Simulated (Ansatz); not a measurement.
System: bcc Fe. Method: PBE in Ansatz (PAW).

Input:

Ansatz 0.2 input:
```yaml
crystal:
  lattice:
    - [-1.4154291234, 1.4154291234, 1.4154291234]
    - [1.4154291234, -1.4154291234, 1.4154291234]
    - [1.4154291234, 1.4154291234, -1.4154291234]
  atoms:
    - { symbol: Fe, position: [0.0, 0.0, 0.0], spin: 2.5 }
basis:
  ecutwfc: 520
  ecutrho_ratio: 4
  xc_grid: 2
kpoints:
  mp_grid: { grid: [26, 26, 26] }
hamiltonian:
  xc: pbe
  dispersion: none
  pseudopotentials: { kind: paw }
scf:
  occupations: { method: fermi_dirac, width: 0.05 }
  convergence: { dr2_threshold: 0.0000000001 }
output:
  forces: false
  stress: true
  eigenvalues: true
magnetization:
  spin_polarized: true
```

The run printed, among other lines:

```
Crystal: 1 atoms, lattice volume = 11.343 Å³
Basis set: ecut = 520 eV, 321 PW (Γ), exchange–correlation on 40×40×40 points (8 copies of the dense FFT grid, shifted against one another)
Bands: 14, of which v1, the nominal top of the filled ones, is band 8 counted from 1 (7 counted from 0)
Symmetry: 48 space group operations
Space group: Im-3m (ITA 229), of the structure as read, at distance tolerance 2.2e-5 Å
k-points: 511 of 17576
Initial density: superposition of atomic densities (chi_scale 0.1, normalization cell)
Functional: x = pbe(κ = 0.804, μ = 0.2195149727645171), c = pbe(β = 0.06672455060314922)
SCF 1 converged in 12 iterations: F = -4480.491944 eV  dr2 = 2.15e-13
SCF converged after 12 iterations
Magnetization: 2.1602 μB (9.0801 up, 6.9199 down)
Free energy (F): -4480.491944 eV
Internal energy: -4480.484144 eV  (E = F + TS)
E sigma→0 (E₀):  -4480.488044 eV
Fermi energy:    18.583296 eV
--- Stress (GPa, compression-positive) ---
        0.002566      -0.000000       0.000000
        0.000000       0.002566       0.000000
        0.000000      -0.000000       0.002566
  P = ⅓ Tr σ = 0.0026 GPa (0.026 kbar)
```

It cost roughly 16 core-seconds of CPU time.

Ansatz is a first-principles code.
